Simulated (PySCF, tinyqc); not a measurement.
Worked calculation: MP2 on RHF in the sto-6g basis, frozen core, for BH, spin multiplicity 1. The lowest restricted solution is unstable here: a spin-polarised one lies 0.0067 hartree lower (PySCF). One step of it, computed by the program tinyqc.

Problem. Orthogonalisation. S = U s U^T; symmetric (Loewdin) form X = U s^(-1/2) U^T, so that X^T S X = 1.

overlap S, lower triangle:
```
           1B 1s     1B 2s    1B 2px    1B 2py    1B 2pz     2H 1s
1B 1s   1.000000
1B 2s   0.264891  1.000000
1B 2px  0.000000  0.000000  1.000000
1B 2py  0.000000  0.000000  0.000000  1.000000
1B 2pz  0.000000  0.000000  0.000000  0.000000  1.000000
2H 1s   0.025908  0.281834  0.000000  0.000000  0.328607  1.000000
```

Give: eigenvalues of S; X.

Solution.

eigenvalues of S: 0.537  0.806  1.000  1.000  1.174  1.484

X, lower triangle:
```
         1B 1s   1B 2s  1B 2px  1B 2py  1B 2pz  2H 1s
1B 1s    1.029
1B 2s   -0.144   1.065
1B 2px   0.000   0.000   1.000
1B 2py   0.000   0.000   0.000   1.000
1B 2pz  -0.006   0.042   0.000   0.000   1.047
2H 1s    0.019  -0.165   0.000   0.000  -0.187  1.083
```
